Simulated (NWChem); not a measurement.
System: O anion, doublet

Input file for NWChem:

```
start job
memory heap 200 mb stack 900 mb global 1100 mb
charge -1
geometry units angstroms noautoz
  O      0.000000     0.000000     0.000000
end
basis spherical
  O library def2-svpd
end
dft
  odft
  mult 2
  xc r2scan0
  iterations 150
  mulliken
end
task dft energy
```

The open p shell is one determinant without spherical averaging. No stability test was run on the SCF state. The highest occupied level is positive, so the extra electron may be held by the finite basis.

### Question
What results follow from this input? (r2SCAN0/def2-SVPD, spin-unrestricted.) Quantities: energy (Ha); highest occupied level (eV); lowest empty minus highest occupied level, either spin (eV); <S²>.

### Answer
```yaml
energy (Ha): -75.02
highest occupied level (eV): 1.12
lowest empty minus highest occupied level, either spin (eV): 4.86
"<S²>": 0.759
```
